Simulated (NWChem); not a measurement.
System: AlF3; SMILES [Al]([F])([F])[F]

Input file for NWChem:

```
start job
memory heap 200 mb stack 900 mb global 1100 mb
geometry units angstroms noautosym nocenter noautoz
  Al     0.000000     0.000000     0.000000
  F     -0.463021    -1.573299     0.000000
  F     -1.131006     1.187638     0.000000
  F      1.594027     0.385661     0.000000
end
basis spherical
  Al library 6-31g*
  F library 6-31g*
end
dft
  xc xwpbe 0.80 cpbe96 1.0 hfexch 1.00
  cam 0.2 cam_alpha 0.2 cam_beta 0.8
  iterations 150
end
tddft
  nroots 6
  notriplet
end
task tddft energy
```

Parts of the log:

```
             Northwest Computational Chemistry Package (NWChem) 7.3.0
             --------------------------------------------------------

                             Geometry "geometry" -> ""
                             -------------------------

 Output coordinates in angstroms (scale by  1.889725989 to convert to a.u.)

  No.       Tag          Charge          X              Y              Z
 ---- ---------------- ---------- -------------- -------------- --------------
    1 Al                  13.0000     0.00000000     0.00000000     0.00000000
    2 F                    9.0000    -0.46302100    -1.57329900     0.00000000
    3 F                    9.0000    -1.13100600     1.18763800     0.00000000
    4 F                    9.0000     1.59402700     0.38566100     0.00000000

 Effective nuclear repulsion energy (a.u.)     158.5243509067

  pbe96 is a nonlocal functional; adding pw91lda local functional.

                                 NWChem DFT Module
                                 -----------------

 Summary of "ao basis" -> "ao basis" (spherical)
 ------------------------------------------------------------------------------
       Tag                 Description            Shells   Functions and Types
 ---------------- ------------------------------  ------  ---------------------
 Al                          6-31g*                  8       18   4s3p1d
 F                           6-31g*                  6       14   3s2p1d

            General Information
            -------------------
          SCF calculation type: DFT
          Wavefunction type:  closed shell.
          No. of atoms     :     4
          No. of electrons :    40
           Alpha electrons :    20
            Beta electrons :    20
          Charge           :     0
          Spin multiplicity:     1
          Use of symmetry is: off; symmetry adaption is: off
          Maximum number of iterations: 150
          AO basis - number of functions:    60
                     number of shells:    26
          Convergence on energy requested:  1.00D-06
          Convergence on density requested:  1.00D-05
          Convergence on gradient requested:  5.00D-04

              XC Information
              --------------
                     Hartree-Fock (Exact) Exchange  1.000
                     LC-wPBE(h)Exchange Functional  0.800
            Perdew 1991 LDA Correlation Functional  1.000 local
           PerdewBurkeErnz. Correlation Functional  1.000 non-local

           Range-Separation Parameters
           ---------------------------
           Alpha           :  0.20
           Beta            :  0.80
           Gamma           :  0.20
           Short-Range HF  :     F

             Grid Information
             ----------------
          Grid used for XC integration:  medium
          Radial quadrature: Mura-Knowles
          Angular quadrature: Lebedev.
          Tag              B.-S. Rad. Rad. Pts. Rad. Cut. Ang. Pts.
          ---              ---------- --------- --------- ---------
          Al                  1.25       88           7.0       590
          F                   0.50       49           7.0       434
          Grid pruning is: on
          Number of quadrature shells:   235
          Spatial weights used:  Erf1

      Superposition of Atomic Density Guess
      -------------------------------------

 Sum of atomic energies:        -539.97564677

      Non-variational initial energy
      ------------------------------

 Total energy =    -540.083395
 1-e energy   =   -1069.450070
 2-e energy   =     370.842324
 HOMO         =      -0.658843
 LUMO         =      -0.082715

[...]

                                NWChem TDDFT Module
                                -------------------

            General Information
            -------------------
           No. of orbitals :     120
            Alpha orbitals :      60
             Beta orbitals :      60
        Alpha frozen cores :       0
         Beta frozen cores :       0
     Alpha frozen virtuals :       0
      Beta frozen virtuals :       0
         Spin multiplicity :       1
    Number of AO functions :      60
        Use of symmetry is : off
      Symmetry adaption is : off
         Schwarz screening :  0.10D-07

              XC Information
              --------------
              Hartree-Fock (Exact) Exchange   1.00
              LC-wPBE(h)Exchange Functional   0.80
     Perdew 1991 LDA Correlation Functional   1.00 local
    PerdewBurkeErnz. Correlation Functional   1.00 non-local
           Alpha           :  0.20
           Beta            :  0.80
           Gamma           :  0.20

             TDDFT Information
             -----------------
          Calculation type : TDDFT
         Wavefunction type : Restricted singlets
          No. of electrons :      40
           Alpha electrons :      20
            Beta electrons :      20
              No. of roots :       6
          Max subspacesize :    5200
            Max iterations :     100
               Target root :       1
           Target symmetry : none
      Symmetry restriction : off
                 Algorithm : Optimal
        Davidson threshold :  0.10D-03

    6 smallest eigenvalue differences (eV)
--------------------------------------------------------
  No. Spin  Occ  Vir  Irrep   E(Occ)    E(Vir)   E(Diff)
--------------------------------------------------------
    1    1   20   21 a        -0.479     0.016    13.473
    2    1   19   21 a        -0.496     0.016    13.943
    3    1   18   21 a        -0.496     0.016    13.943
    4    1   17   21 a        -0.505     0.016    14.185
    5    1   16   21 a        -0.505     0.016    14.185
    6    1   15   21 a        -0.520     0.016    14.582
--------------------------------------------------------

  Entering Davidson iterations
  Restricted singlet excited states

  Iter   NTrls   NConv    DeltaV     DeltaE      Time
  ----  ------  ------  ---------  ---------  ---------
    1      6       0     0.14E+00   0.10+100        5.3
    2     18       0     0.44E-01   0.88E-02        5.4
    3     30       0     0.11E-01   0.12E-02        6.1
    4     42       0     0.43E-02   0.19E-03        6.0
    5     54       1     0.25E-02   0.18E-04        6.0
    6     64       4     0.11E-02   0.46E-05        5.1
    7     68       4     0.31E-03   0.72E-06        4.5
    8     72       6     0.98E-04   0.40E-07        4.5
  ----  ------  ------  ---------  ---------  ---------
  Convergence criterion met

  Ground state a        -541.768947400357 a.u.

  ----------------------------------------------------------------------------
  Root   1 singlet a              0.302897817 a.u.                8.2423 eV
  ----------------------------------------------------------------------------
     Transition Moments    X -0.00001   Y  0.00000   Z  0.00000
     Dipole Oscillator Strength                    0.0000000000
     Electric Quadrupole                           0.0000000000
     Magnetic Dipole                               0.0000013002
     Total Oscillator Strength                     0.0000013002

     Occ.   16  a   ---  Virt.   24  a   -0.06466 X
     Occ.   17  a   ---  Virt.   23  a    0.06466 X
     Occ.   20  a   ---  Virt.   21  a    0.98974 X
     Occ.   20  a   ---  Virt.   26  a    0.07035 X
  ----------------------------------------------------------------------------
  Root   2 singlet a              0.318687047 a.u.                8.6719 eV
  ----------------------------------------------------------------------------
     Transition Moments    X  0.00000   Y  0.00000   Z -0.00000
     Dipole Oscillator Strength                    0.0000000000
     Electric Quadrupole                           0.0000001644
     Magnetic Dipole                               0.0000013276
     Total Oscillator Strength                     0.0000014920

     Occ.   15  a   ---  Virt.   23  a   -0.07256 X
     Occ.   18  a   ---  Virt.   21  a    0.12336 X
     Occ.   18  a   ---  Virt.   24  a    0.06085 X
     Occ.   19  a   ---  Virt.   21  a   -0.98029 X
     Occ.   19  a   ---  Virt.   23  a   -0.06085 X
     Occ.   19  a   ---  Virt.   26  a   -0.07457 X
  ----------------------------------------------------------------------------
  Root   3 singlet a              0.318687168 a.u.                8.6719 eV
  ----------------------------------------------------------------------------
     Transition Moments    X -0.00000   Y  0.00000   Z -0.00002
     Dipole Oscillator Strength                    0.0000000001
     Electric Quadrupole                           0.0000001644
     Magnetic Dipole                               0.0000013276
     Total Oscillator Strength                     0.0000014921

     Occ.   15  a   ---  Virt.   24  a   -0.07256 X
     Occ.   18  a   ---  Virt.   21  a   -0.98029 X
     Occ.   18  a   ---  Virt.   23  a    0.06085 X
     Occ.   18  a   ---  Virt.   26  a   -0.07457 X
     Occ.   19  a   ---  Virt.   21  a   -0.12336 X
     Occ.   19  a   ---  Virt.   24  a    0.06085 X
  ----------------------------------------------------------------------------
  Root   4 singlet a              0.332871251 a.u.                9.0579 eV
  ----------------------------------------------------------------------------
     Transition Moments    X  0.55420   Y -0.24044   Z  0.00000
     Dipole Oscillator Strength                    0.0809877935
     Electric Quadrupole                           0.0000000632
     Magnetic Dipole                               0.0000000000
     Total Oscillator Strength                     0.0809878566

[...]
```

Level: LRC-wPBEh/6-31G* (spherical d), full TDDFT. All runs use the structure optimised with B3LYP/6-31G* (spherical d).
